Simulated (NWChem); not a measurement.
# CH4BO (SMILES [BH]OC) at 3 levels

Wanted: a comparison of 3 runs (UM06-2X/def2-TZVP, UM06-2X/def2-SVP, UM06-2X/def2-TZVPP) of CH4BO. 

The calculation is run with NWChem 7.3.0.

### Step 1. The structure to begin with

The species is CH4BO (7 atoms), meant as a doublet with charge 0. SMILES: `[BH]OC`. Geometry: relaxed at PBE0-D4/def2-TZVP. This is one conformer, not always the lowest.

Bond lengths: B1–O2 1.320 Å, O2–C3 1.426 Å, B1–H4 1.207 Å, C3–H5 1.093 Å, C3–H6 1.090 Å, C3–H7 1.090 Å. Angles: B1–O2–C3 124.1°, O2–B1–H4 124.7°, O2–C3–H5 110.9°, O2–C3–H6 108.4°, O2–C3–H7 108.4°, H5–C3–H6 109.9°, H5–C3–H7 109.9°, H6–C3–H7 109.2°.

### Step 2. Energy and forces at UM06-2X/def2-TZVP (run 1)

test.nw

```
start test
title "CH4BO gradient"
memory stack 880 mb heap 220 mb global 1100 mb

geometry units au noautosym nocenter noautoz
  B   -2.49368259  -1.93829209  -0.32673365
  O   -0.51476140  -1.33622534   1.06675040
  C    1.21358212   0.63986127   0.46090420
  H   -3.07741899  -0.89610813  -2.27069491
  H    0.67614401   1.57603159  -1.29937568
  H    1.21509390   2.00178688   2.00745606
  H    3.09707215  -0.17536658   0.27514412
end

basis spherical bse
  B library def2-TZVP
  O library def2-TZVP
  C library def2-TZVP
  H library def2-TZVP
end

dft
  xc m06-2x
  mult 2
  grid fine
  convergence energy 1e-08
  iterations 100
  mulliken
  print low
end

task dft gradient
```

On the command line:

```
nwchem test.nw > test.out
```

The log of the run:

```text
[...]
 d= 0,ls=0.0,diis     1   -140.4659873513 -2.05D+02  2.92D-03  1.11D-01     3.8
[...]
 d= 0,ls=0.0,diis    12   -140.5272199209 -2.61D-09  4.10D-07  5.73D-10    41.6
[...]
         Total DFT energy =     -140.527219920873
      One electron energy =     -317.647855111476
           Coulomb energy =      131.982788744379
    Exchange-Corr. energy =      -19.498335670235
 Nuclear repulsion energy =       64.636182116459
[...]
      Total Density - Mulliken Population Analysis
     ---------------------------------------------
    Atom       Charge   Shell Charges
 -----------   ------   -------------------------------------------------------
    1 B    5     5.00   0.91  1.06  0.53  0.50  0.14  0.89  0.67  0.15  0.06  0.06  0.02
    2 O    8     8.21   0.79  1.18  0.59  0.87  0.32  1.90  1.91  0.62  0.00  0.02  0.00
    3 C    6     6.22   0.85  1.12  0.51  0.64  0.13  1.28  1.26  0.31  0.02  0.07  0.01
    4 H    1     0.99   0.26  0.49  0.23  0.01
    5 H    1     0.87   0.28  0.46  0.12  0.02
    6 H    1     0.86   0.28  0.47  0.09  0.02
    7 H    1     0.86   0.28  0.47  0.09  0.02
[...]
      <S2> =      0.7540 (Exact =     0.7500)
                         DFT ENERGY GRADIENTS
    atom               coordinates                        gradient
                 x          y          z           x          y          z
   1 B      -2.493683  -1.938292  -0.326734    0.002365   0.000092   0.002450
   2 O      -0.514761  -1.336225   1.066750    0.000015  -0.000481   0.000624
   3 C       1.213582   0.639861   0.460904   -0.002133  -0.001798  -0.000071
   4 H      -3.077419  -0.896108  -2.270695   -0.001637   0.000845  -0.002838
   5 H       0.676144   1.576032  -1.299376    0.000037   0.000922  -0.001111
   6 H       1.215094   2.001787   2.007456    0.000094   0.000885   0.001007
   7 H       3.097072  -0.175367   0.275144    0.001258  -0.000465  -0.000061
 Task  times  cpu:       59.0s     wall:       59.0s
 Total times  cpu:       59.0s     wall:       59.0s
```

Run time: 60 s. Hardware: 1 thread of AMD EPYC 7R13 (Zen 3), shared host; peak memory 0.13 GiB.

### Step 3. Energy and forces at UM06-2X/def2-SVP (run 2)

Changes to test.nw since step 2:

```diff
@@ -1,5 +1,4 @@
 start test
-title "CH4BO gradient"
-memory stack 880 mb heap 220 mb global 1100 mb
-
+memory 2200 mb
+charge 0
 geometry units au noautosym nocenter noautoz
@@ -13,10 +12,5 @@
 end
-
 basis spherical bse
-  B library def2-TZVP
-  O library def2-TZVP
-  C library def2-TZVP
-  H library def2-TZVP
+  * library def2-SVP
 end
-
 dft
@@ -28,5 +22,4 @@
   mulliken
-  print low
+  noprint "final vectors analysis"
 end
-
 task dft gradient
```

On the command line:

```
nwchem test.nw > test.out
```

The log of the run:

```text
[...]
          Wavefunction type:  spin polarized.
          No. of atoms     :     7
          No. of electrons :    23
[...]
          Charge           :     0
          Spin multiplicity:     2
[...]
          AO basis - number of functions:    62
[...]
              XC Information
              --------------
                       M06-2X Method XC Functional
                     Hartree-Fock (Exact) Exchange  0.540
                        M06-2X Exchange Functional  1.000
                      M06-2X Correlation Potential  1.000
[...]
 d= 0,ls=0.0,diis     1   -140.3040954946 -2.05D+02  7.00D-03  8.56D-02     1.2
[...]
 d= 0,ls=0.0,diis    12   -140.3608133952 -1.62D-09  5.29D-07  3.04D-10    13.0
[...]
         Total DFT energy =     -140.360813395236
      One electron energy =     -317.384373315908
           Coulomb energy =      131.849761891236
    Exchange-Corr. energy =      -19.462384087024
 Nuclear repulsion energy =       64.636182116459
[...]
      Total Density - Mulliken Population Analysis
     ---------------------------------------------
    Atom       Charge   Shell Charges
 -----------   ------   -------------------------------------------------------
    1 B    5     4.99   1.99  0.81  0.32  1.40  0.37  0.10
    2 O    8     8.23   1.99  1.07  0.62  2.89  1.65  0.01
    3 C    6     5.87   1.99  0.88  0.16  2.05  0.74  0.05
    4 H    1     1.07   0.74  0.32  0.01
    5 H    1     0.96   0.75  0.18  0.02
    6 H    1     0.94   0.75  0.17  0.02
    7 H    1     0.94   0.75  0.17  0.02
[...]
      <S2> =      0.7537 (Exact =     0.7500)
[...]
  wavefunction    = open shell
                         DFT ENERGY GRADIENTS
    atom               coordinates                        gradient
                 x          y          z           x          y          z
   1 B      -2.493683  -1.938292  -0.326734    0.002291   0.003155  -0.001481
   2 O      -0.514761  -1.336225   1.066750   -0.003423  -0.003741   0.000986
   3 C       1.213582   0.639861   0.460904    0.004870   0.006131  -0.002428
   4 H      -3.077419  -0.896108  -2.270695   -0.000128  -0.001614   0.001891
   5 H       0.676144   1.576032  -1.299376    0.001287  -0.001952   0.003859
   6 H       1.215094   2.001787   2.007456   -0.000466  -0.003282  -0.003240
   7 H       3.097072  -0.175367   0.275144   -0.004431   0.001302   0.000412
[...]
```

Run time: 17 s. Hardware: 1 thread of AMD EPYC 7R13 (Zen 3), shared host; peak memory 0.11 GiB.

### Step 4. Energy and gradient at UM06-2X/def2-TZVPP (run 3)

struct.nw

```
start struct
title "CH4BO gradient"
memory total 2200 mb
charge 0

geometry noautosym nocenter noautoz
B     -1.319600    -1.025700    -0.172900
O     -0.272400    -0.707100     0.564500
C      0.642200     0.338600     0.243900
H     -1.628500    -0.474200    -1.201600
H      0.357800     0.834000    -0.687600
H      0.643000     1.059300     1.062300
H      1.638900    -0.092800     0.145600
end

basis spherical bse
* library def2-TZVPP
end

dft
xc m06-2x
mult 2
grid fine
convergence energy 1e-08
maxiter 100
mulliken
noprint "final vectors analysis"
end

task dft gradient
```

On the command line:

```
nwchem struct.nw > struct.out
```

The log of the run:

```text
[...]
          Wavefunction type:  spin polarized.
          No. of atoms     :     7
          No. of electrons :    23
[...]
          Charge           :     0
          Spin multiplicity:     2
[...]
          AO basis - number of functions:   149
[...]
              XC Information
              --------------
                       M06-2X Method XC Functional
                     Hartree-Fock (Exact) Exchange  0.540
                        M06-2X Exchange Functional  1.000
                      M06-2X Correlation Potential  1.000
[...]
 d= 0,ls=0.0,diis     1   -140.4675201037 -2.05D+02  2.38D-03  1.14D-01     6.0
[...]
 d= 0,ls=0.0,diis    12   -140.5286916514 -2.67D-09  3.23D-07  5.87D-10    67.1
[...]
         Total DFT energy =     -140.528691651375
      One electron energy =     -317.644835360704
           Coulomb energy =      131.978197641612
    Exchange-Corr. energy =      -19.498240724991
 Nuclear repulsion energy =       64.636186792709
[...]
      Total Density - Mulliken Population Analysis
     ---------------------------------------------
    Atom       Charge   Shell Charges
 -----------   ------   -------------------------------------------------------
    1 B    5     4.96   0.92  1.06  0.52  0.49  0.14  0.89  0.67  0.15  0.06  0.06  0.02
    2 O    8     8.22   0.79  1.18  0.59  0.87  0.32  1.90  1.91  0.63  0.00  0.02  0.00
    3 C    6     6.18   0.85  1.12  0.51  0.62  0.12  1.28  1.29  0.28  0.02  0.08  0.01
    4 H    1     1.01   0.26  0.50  0.24  0.00  0.01  0.00
    5 H    1     0.90   0.28  0.46  0.13  0.01  0.02  0.00
    6 H    1     0.86   0.28  0.45  0.11  0.01  0.02  0.00
    7 H    1     0.86   0.28  0.45  0.11  0.01  0.02  0.00
[...]
      <S2> =      0.7540 (Exact =     0.7500)
[...]
  wavefunction    = open shell
                         DFT ENERGY GRADIENTS
    atom               coordinates                        gradient
                 x          y          z           x          y          z
   1 B      -2.493682  -1.938292  -0.326734    0.002366  -0.000043   0.002620
   2 O      -0.514761  -1.336225   1.066750    0.000022  -0.000567   0.000739
   3 C       1.213582   0.639861   0.460904   -0.002234  -0.001861  -0.000102
   4 H      -3.077419  -0.896108  -2.270695   -0.001737   0.000952  -0.003081
   5 H       0.676144   1.576031  -1.299376   -0.000104   0.001094  -0.001480
   6 H       1.215094   2.001787   2.007456    0.000043   0.001141   0.001388
   7 H       3.097072  -0.175367   0.275144    0.001645  -0.000716  -0.000084
[...]
```

Wall time 94 s (1 thread of AMD EPYC 7R13 (Zen 3), shared host); peak memory 0.13 GiB.

### Step 5. All runs side by side

| run | level | energy (Eh) | ⟨S²⟩ | largest force (eV/Å) | wall time |
| --- | --- | --- | --- | --- | --- |
| 1 | UM06-2X/def2-TZVP | -140.527220 | 0.754 | 0.175 | 60 s |
| 2 | UM06-2X/def2-SVP | -140.360813 | 0.754 | 0.422 | 17 s |
| 3 | UM06-2X/def2-TZVPP | -140.528692 | 0.754 | 0.188 | 94 s |

### Step 6. Results

```
                       quantity          value
            run 3: total energy  -140.52869 Eh
           run 3: dipole moment         2.31 D
                    run 3: ⟨S²⟩          0.754
run 3: largest force on an atom     0.188 eV/Å
```

**Reading.** Over the runs the total energy spans 4.568 eV. All runs together took 2.9 min, the longest 94 s.
